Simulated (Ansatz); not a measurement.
# AlHS + H2S: a complex and its separated parts

Aim: how far the complex at one end of a reaction step lies below its separated, relaxed parts, level by level.

Computed with Ansatz 0.2.0, Gaussian basis. Level: PBE0-D4/def2-TZVP structures, single points in def2-TZVPP, no counterpoise correction.

Levels: SPW92, PBE-D4, BLYP-D4, r2SCAN-D4, B97M-V, PBE0-D4, B3LYP-D4, r2SCAN0-D4, BHLYP-D4, CAM-B3LYP-D4, wB97X-V, wB97M-V, B2PLYP, PBE-QIDH, RPA on PBE, Hartree-Fock, MP2, CCSD, CCSD(T).

Cores are frozen in the correlated methods. B3LYP uses VWN-RPA correlation. B2PLYP carries no dispersion term here.

56 further runs of the same task are left out: 56 set aside as unsound or not needed.

### 1 The starting structure

The complex: 6 atoms, charge 0, spin multiplicity 1.

Atoms are counted from 1 here; the program's logs count them from 0.

Bond lengths: Al1–S2 2.543 Å, Al1–S3 2.025 Å, Al1–H5 1.577 Å, S2–H4 1.345 Å, S2–H6 1.346 Å. Angles: S2–Al1–S3 103.5°, S2–Al1–H5 100.2°, S3–Al1–H5 156.4°, Al1–S2–H4 87.8°, Al1–S2–H6 103.3°, H4–S2–H6 94.5°.

Coordinates:

```mol
AlH3S2
  3D, bonds by distance, orders not assigned

  6  5  0  0  0  0  0  0  0  0999 V2000
   -1.1735   -0.1137   -0.3635 Al  0  0
    1.1778    0.7363    0.1004 S   0  0
   -0.8653   -1.7370   -1.5347 S   0  0
    1.6132   -0.5234   -0.0817 H   0  0
   -2.0176    0.9516    0.4366 H   0  0
    1.2654    0.6863    1.4430 H   0  0
  1  2  8  0
  1  3  8  0
  1  5  8  0
  2  4  8  0
  2  6  8  0
M  END
```

Its parts: AlHS holds atoms 1, 3, 5; H2S holds atoms 2, 4, 6. Each part counts its atoms afresh in its own runs.

### 2 Relaxing AlHS alone

relax-a/in.yaml reads:

```yaml
crystal:
  periodic: [false, false, false]
  atoms:
    - {symbol: Al, position_ang: [-1.173496, -0.113708, -0.363464]}
    - {symbol: S, position_ang: [-0.865323, -1.736984, -1.534692]}
    - {symbol: H, position_ang: [-2.017590, 0.951598, 0.436554]}
basis:
  gaussian: {orbitals: def2-TZVP}
hamiltonian: {xc: pbe0, dispersion: d4}
relax: {f_tol: 0.005, max_steps: 200}
```

The run is started by

```sh
$ ansatz run in.yaml --threads 2 --pin off --events-out ev --progress --plain --max-ram 4352MiB
```

After this run come: Relaxing H2S alone; SPW92/def2-TZVPP; PBE-D4/def2-TZVPP; BLYP-D4/def2-TZVPP; r2SCAN-D4/def2-TZVPP; B97M-V/def2-TZVPP; PBE0-D4/def2-TZVPP; B3LYP-D4/def2-TZVPP; r2SCAN0-D4/def2-TZVPP; BHLYP-D4/def2-TZVPP; CAM-B3LYP-D4/def2-TZVPP; wB97X-V/def2-TZVPP; wB97M-V/def2-TZVPP; B2PLYP/def2-TZVPP; PBE-QIDH/def2-TZVPP; RPA on PBE/def2-TZVPP; CCSD(T)/def2-TZVPP; CCSD(T)/def2-QZVPP; Vibrations of AlHS; Vibrations of H2S.

**Question.** What will these runs give? Wanted: complex less parts, CCSD(T)/def2-TZVPP; with zero-point energy; largest T1 diagnostic.

As calculated:

| quantity | value |
| --- | --- |
| complex less parts, CCSD(T)/def2-TZVPP | -46.0 kJ/mol |
| with zero-point energy | -38.4 kJ/mol |
| largest T1 diagnostic | 0.019 |

In words: At CCSD(T) the complex lies 46.0 kJ/mol below its parts. BLYP-D4 is the best functional here (+0.6 kJ/mol from CCSD(T)); SPW92 is the worst (-29.3 kJ/mol). Mean unsigned error by rung: LDA 29.3, GGA 6.5, meta-GGA 7.9, hybrid 9.4, range-separated hybrid 6.7, double hybrid 6.9 kJ/mol. PBE-D4 gives a relative energy 12.4 kJ/mol too low, outside chemical accuracy (1 kcal/mol, 4.2 kJ/mol). No counterpoise was applied, and triple zeta lacks some correlation, so the CCSD(T) reference has a basis error of its own, and close matches with it are partly luck.
